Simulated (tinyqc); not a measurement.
Orbital energy against energy difference: ionisation energy by orbital energies and by energy differences in the cc-pvdz basis, for CH4, spin multiplicity 1. Computed by the program tinyqc with PySCF. The cation is unrestricted; errors are against CCSD(T) in this basis, not against experiment.

Geometry (angstrom):

| atom | x | y | z |
|---|---|---|---|
| C | 0.0000 | 0.0000 | 0.0000 |
| H | 0.6090 | 0.6090 | 0.6090 |
| H | 0.6090 | -0.6090 | -0.6090 |
| H | -0.6090 | 0.6090 | -0.6090 |
| H | -0.6090 | -0.6090 | 0.6090 |

CCSD(T) difference in the same basis = 14.4127 eV

IP-EOM-CCSD = 14.3928 eV

First vertical ionisation energy (eV):

| method | -e(HOMO) | E(cation) - E | error of -e(HOMO) | error of the difference |
|---|---|---|---|---|
| HF | 15.008 | 13.48438 | 0.595 | -0.928 |
| LDA | 9.430 | 14.19938 | -4.982 | -0.213 |
| PBE | 9.422 | 14.26246 | -4.990 | -0.150 |
| B3LYP | 10.776 | 14.42454 | -3.637 | 0.012 |
| PBE0 | 11.034 | 14.35306 | -3.378 | -0.060 |
| CAM-B3LYP | 12.547 | 14.43458 | -1.865 | 0.022 |
| LC-wPBE | 14.053 | 14.47672 | -0.360 | 0.064 |

What does the comparison show, and why?

Koopmans errs by +0.60 eV and Delta-HF by -0.93 eV: relaxation, 1.52 eV, lowers the value and the missing correlation difference works against it. The PBE level is off by -5.0 eV through the wrong tail of its potential, though its energy difference is off by -0.15 eV; exact exchange deepens the level, and among the orbital energies LC-wPBE comes closest; among the differences B3LYP does.
